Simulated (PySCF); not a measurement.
Vibration and rotation of SiP

ROHF-CCSD(T) constants of SiP, ²Π (doublet), unpaired electrons π ↑ (basis Si def2-TZVPPD, P def2-TZVPPD; no relativity; PySCF 2.14; masses 27.9769 and 30.9738 u):

* ωe: 612.6 cm⁻¹
* ωexe: 2.48 cm⁻¹
* Be: 0.26302 cm⁻¹
* αe: 0.00141 cm⁻¹
* D (centrifugal): 1.94e-07 cm⁻¹
* De to Si + P: 3.43 eV

(1) Give the vibrational terms G(v) and spacings up to v = 6.

(2) How well does the Morse estimate ωe²/(4ωexe) reproduce De, and what is D0?

Correlated steps freeze 10 core orbitals. The state is the lowest determinant that a PBE0 search found; another state may lie lower at other levels.

Results:

(1) G(v) = ωe(v+½) − ωexe(v+½)².

```json
{"v": "0", "G(v) (cm⁻¹)": "305.7", "G(v) − G(v−1)": "", "Bv (cm⁻¹)": "0.2623"}
{"v": "1", "G(v) (cm⁻¹)": "913.3", "G(v) − G(v−1)": "607.6", "Bv (cm⁻¹)": "0.2609"}
{"v": "2", "G(v) (cm⁻¹)": "1516.0", "G(v) − G(v−1)": "602.7", "Bv (cm⁻¹)": "0.2595"}
{"v": "3", "G(v) (cm⁻¹)": "2113.7", "G(v) − G(v−1)": "597.7", "Bv (cm⁻¹)": "0.2581"}
{"v": "4", "G(v) (cm⁻¹)": "2706.5", "G(v) − G(v−1)": "592.8", "Bv (cm⁻¹)": "0.2567"}
{"v": "5", "G(v) (cm⁻¹)": "3294.3", "G(v) − G(v−1)": "587.8", "Bv (cm⁻¹)": "0.2553"}
{"v": "6", "G(v) (cm⁻¹)": "3877.1", "G(v) − G(v−1)": "582.8", "Bv (cm⁻¹)": "0.2539"}
```

(2) It gives 4.69 eV, 137 % of the computed De. D0 = De − G(0) = 3.43 − 0.04 = 3.39 eV.
